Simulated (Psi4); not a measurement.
# PBE/def2-SVPD run of AlSiH4Cl (SMILES [SiH3][AlH][Cl])

Wanted: energy and one-electron properties of AlSiH4Cl. 

Program for the calculation: Psi4 1.11.

3 further runs of the same task are left out: 3 set aside as unsound or not needed. Runs told in other sessions of the task aren't counted.

### Step 1. The system as given

AlSiH4Cl: 7 atoms, total charge 0, spin state singlet. SMILES: `[SiH3][AlH][Cl]`. The shape is that of a PBE0-D4/def2-TZVP optimisation.

Bond lengths: Si1–Al2 2.446 Å, Al2–Cl3 2.104 Å, Si1–H4 1.490 Å, Si1–H5 1.490 Å, Si1–H6 1.489 Å, Al2–H7 1.581 Å. Angles: Si1–Al2–Cl3 116.2°, Si1–Al2–H7 127.5°, Cl3–Al2–H7 116.3°, Al2–Si1–H4 110.2°, Al2–Si1–H5 110.2°, Al2–Si1–H6 112.2°, H4–Si1–H5 107.8°, H4–Si1–H6 108.2°, H5–Si1–H6 108.1°.

### Step 2. Energy and one-electron properties at PBE/def2-SVPD

Input file calc.py:

```python
import psi4

psi4.set_memory('1600 MB')
psi4.set_num_threads(1)
psi4.core.set_output_file('run.log', False)

molecule = psi4.geometry("""
0 1
Si    -0.861200     0.582500    -0.311200
Al     1.094800    -0.612400     0.543100
Cl     1.783400    -2.223100    -0.622900
H     -2.012700    -0.351800    -0.455300
H     -0.567600     1.154700    -1.655100
H     -1.276600     1.696100     0.586300
H      1.901100    -0.314000     1.869500
symmetry c1
""")

psi4.set_options({
    'basis': 'def2-SVPD',
    'puream': True,
    'scf_type': 'pk',
    'dft_radial_points': 99,
    'dft_spherical_points': 590,
})

E, wfn = psi4.energy('pbe', molecule=molecule, return_wfn=True)
psi4.oeprop(wfn, 'DIPOLE', 'QUADRUPOLE', 'MULLIKEN_CHARGES', 'LOWDIN_CHARGES', title='PBE')
print(f'total energy {E:.8f} hartree = {E * 27.211386:.5f} eV')
```

Launch:

```console
$ python calc.py
```

**Question.** What will come out? Wanted: total energy; dipole moment; HOMO energy; LUMO energy; HOMO–LUMO gap.

Answer, from the run:

Level: PBE/def2-SVPD.

| quantity | value |
| --- | --- |
| total energy | -993.78440 Eh |
| dipole moment | 1.33 D |
| HOMO energy | -6.74 eV |
| LUMO energy | -2.80 eV |
| HOMO–LUMO gap | 3.94 eV |
